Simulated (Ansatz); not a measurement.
LiH, SMILES [LiH].

Geometry optimised at PBE0-D3(BJ)/def2-TZVPD.

Two levels are set side by side: PBE/def2-TZVPD (Ansatz, a first-principles code) and CAM-B3LYP/def2-TZVPD (Ansatz). Energy differences of separate SCF runs at the same geometry; the states with an electron removed or added have multiplicity 2 and 2. Differences are taken from unrounded values.

```
quantity                           CAM-B3LYP
---------------------------------  ---------
vertical ionisation energy (eV)         8.27
vertical singlet–triplet gap (eV)       3.34
```

Q: What does PBE give, and how far is it from CAM-B3LYP? (Estimate from the structure and the level; the computed values follow.)

A: 
| quantity | PBE | PBE minus CAM-B3LYP |
|---|---|---|
| vertical ionisation energy (eV) | 8.05 | -0.22 |
| vertical singlet–triplet gap (eV) | 3.09 | -0.25 |
